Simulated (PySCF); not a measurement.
## Neon: a sound run and one with changed settings

Sound run: Ne [Ne], Ne⁺ [He] 2s2 2p5. Computed with PySCF 2.14 in aug-cc-pVDZ, with the non-relativistic Hamiltonian (point nucleus). In the sound run the correlated levels freeze 1s2. The sound run starts from symmetry-adapted Hartree-Fock orbitals and uses a fine grid where one is needed.

Changed run: a valence shell is frozen. This setting is unsound on purpose.

| species | method | sound run (hartree) | changed run (hartree) | converged |
| --- | --- | --- | --- | --- |
| Ne | MP2 | -128.70322 | -128.65436 | yes |
| Ne | CCSD(T) | -128.70929 | -128.65885 | yes |
| Ne⁺ | MP2 | -127.90903 | -127.85953 | yes |
| Ne⁺ | CCSD(T) | -127.92208 | -127.86685 | yes |

Ionisation energy of Ne:

```tsv
method	sound run (eV)	changed run (eV)
UHF	19.850	19.850
MP2	21.611	21.628
SCS-MP2	21.466	21.527
CCSD	21.390	21.516
CCSD(T)	21.421	21.551
```

Freezing a valence shell removes pair correlation that changes on ionisation.

For comparison, NIST gives 21.565 eV between the lowest levels.
